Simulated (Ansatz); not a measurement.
An input meant for the cluster NaF2⁻ (charge -1, triplet; atoms displaced at random, 0.03 Å in each coordinate).

```yaml
crystal:
  periodic: [false, false, false]
  atoms:
    - {symbol: Na, position_ang: [0.006011, 0.030777, 0.019902]}
    - {symbol: F, position_ang: [-1.662994, -1.112746, -0.237479]}
    - {symbol: F, position_ang: [1.666605, 1.114924, 0.256960]}
basis:
  gaussian: {orbitals: "6-31++G**"}
total_charge: -1
magnetization: {spin_polarized: true, initial_magnetization: 2}
hamiltonian: {xc: {name: CCSD(T)}}
```

```sh
$ ansatz run in.yaml --threads 4 --pin off --events-out ev --progress --plain --max-ram 3916MiB
```

Output, abridged:

```
Error: YAML parse error: error: line 11 column 19: hamiltonian.xc: no functional is named "CCSD(T)"; the names, which are not case-sensitive, are SVWN5, SPW92, PBE, PBE0, PBEsol, revPBE, revPBE0, RPBE, rPW86-PBE, HSE06, wPBEh, LC-wPBE, HISS, HF, BLYP, B3LYP, B3LYP5, BHLYP, CAM-B3LYP, r2SCAN, r2SCANh, r2SCAN0, r2SCAN50, m-r2SCAN, B97, wB97, wB97X, wB97X-V, B97M-V, wB97M-V, B2PLYP, B2GP-PLYP, PBE0-DH, PBE-QIDH
  --> <input>:11:19
   |
 9 | total_charge: -1
10 | magnetization: {spin_polarized: true, initial_magnetization: 2}
11 | hamiltonian: {xc: {name: CCSD(T)}}
   |                   ^ hamiltonian.xc: no functional is named "CCSD(T)"; the names, which are not case-sensitive, are SVWN5, SPW92, PBE, PBE0, PBEsol, revPBE, revPBE0, RPBE, rPW86-PBE, HSE06, wPBEh, LC-wPBE, HISS, HF, BLYP, B3LYP, B3LYP5, BHLYP, CAM-B3LYP, r2SCAN, r2SCANh, r2SCAN0, r2SCAN50, m-r2SCAN, B97, wB97, wB97X, wB97X-V, B97M-V, wB97M-V, B2PLYP, B2GP-PLYP, PBE0-DH, PBE-QIDH
```

Q: What is wrong with this run?

A: The method's name isn't one that the program takes here. The input was rejected before any iteration.
